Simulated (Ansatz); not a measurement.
# CCSD(T) against full CI for several species

Each species is computed at the geometry given (Å), with frozen cores, in Ansatz 0.2.0: RHF-CCSD(T) for singlets, UHF-CCSD(T) otherwise, and full CI in the same basis. The program picks the determinant by trial CCSD, so it needn't be the lowest Hartree–Fock solution. States: PF triplet Σ⁻ or Δ, LiC⁺ triplet Π, HSiBe quartet A'', BO doublet Σ⁺ or Δ. Cases whose determinant has another symmetry than full CI's state, or whose (Q) step broke down, weren't drawn.

Question: Judging by size, spin and bonding and the diagnostics given, rank them by the size of CCSD(T)'s error in total energy against full CI in the same basis, smallest first (an estimate).
A. LiC⁺, triplet, aug-cc-pVTZ: C 0.000 0.000 0.000; Li 0.000 0.000 2.280. T1 0.013, (T) -58 meV in a correlation energy of -2.42 eV
B. PF, triplet, 6-31G: F 0.000 0.000 0.000; P 0.000 0.000 1.762. T1 0.022, (T) -80 meV in a correlation energy of -4.47 eV
C. HSiBe, quartet, 6-31G: Si -0.245 0.000 0.401; Be 0.714 0.000 -1.444; H 0.442 0.000 1.723. T1 0.023, (T) -35 meV in a correlation energy of -1.62 eV
D. BO, doublet, 6-31G: B 0.000 0.000 0.000; O 0.000 0.000 1.201. T1 0.035, (T) -173 meV in a correlation energy of -4.91 eV

Answer: A (12.3 meV), C (17.4 meV), B (25.9 meV), D (46.0 meV).

| species | basis | correlated electrons | CCSD(T) − full CI (meV) | CCSDT(Q) − full CI (meV) | unpaired electrons (full CI) | T1 | ⟨S²⟩ of the determinant |
| --- | --- | --- | --- | --- | --- | --- | --- |
| LiC⁺, triplet | aug-cc-pVTZ | 4 | 12.3 | -2.3 | 2.03 | 0.013 | 2.01 |
| HSiBe, quartet | 6-31G | 7 | 17.4 | -0.1 | 3.03 | 0.023 | 3.77 |
| PF, triplet | 6-31G | 12 | 25.9 | -3.2 | 2.03 | 0.022 | 2.01 |
| BO, doublet | 6-31G | 9 | 46.0 | -7.3 | 1.07 | 0.035 | 0.84 |

Unpaired electrons are Σ n²(2−n)² over natural occupations; an open shell counts its own unpaired electrons too. Frozen cores follow each run's orbitals, which moves totals by a few meV.
